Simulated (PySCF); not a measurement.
Two-photon absorption: SMILES NCC(F)F, C₂H₅F₂N

Geometry:
| atom | x (Å) | y (Å) | z (Å) |
| --- | --- | --- | --- |
| N1 | -0.482 | 1.174 | 0.570 |
| C2 | -0.228 | 0.208 | -0.478 |
| C3 | 0.740 | -0.826 | 0.027 |
| F4 | 1.035 | -1.711 | -0.959 |
| F5 | 0.168 | -1.532 | 1.044 |
| H6 | -1.003 | 0.746 | 1.326 |
| H7 | -1.030 | 1.948 | 0.223 |
| H8 | 0.246 | 0.711 | -1.324 |
| H9 | -1.111 | -0.326 | -0.858 |
| H10 | 1.671 | -0.395 | 0.406 |

Method: TDDFT CAM-B3LYP/def2-TZVPD excited states, vertical, gas phase in PySCF 2.14.0. Geometry: PBE0-D3(BJ)/def2-TZVP.

States above about 9.0 eV (minus the energy of the highest occupied orbital) lie near or above the ionisation threshold and depend on the basis.

Problem. Give the one- and two-photon strengths of the lowest singlets.

Solution. δ for parallel linear polarisation; σ at the peak of a Lorentzian of half width 0.1 eV, single beam; Ω is circular over linear.
```tsv
state	E (eV)	f	photon λ (nm)	δ (au)	σ (GM)	Ω	main
S1	6.35	0.017	391	23.5	0.35	1.49	HOMO→LUMO 0.90
S2	7.55	0.016	328	18.1	0.38	0.70	HOMO→LUMO+2 0.55, HOMO→LUMO+1 0.24
S3	7.77	0.008	319	79.2	1.75	0.54	HOMO→LUMO+1 0.57, HOMO→LUMO+2 0.26
S4	7.99	0.079	310	18	0.42	1.50	HOMO→LUMO+3 0.71, HOMO→LUMO+5 0.10
S5	8.74	0.007	284	14.9	0.42	1.50	HOMO→LUMO+4 0.59, HOMO→LUMO+5 0.13
S6	8.98	0.005	276	30.5	0.90	1.46	HOMO→LUMO+5 0.46, HOMO→LUMO+9 0.13
```

Among these, the strongest one-photon state is S4, the strongest two-photon state S3, with a dipole change of 6.1 D (relaxed, norm of the difference vector).
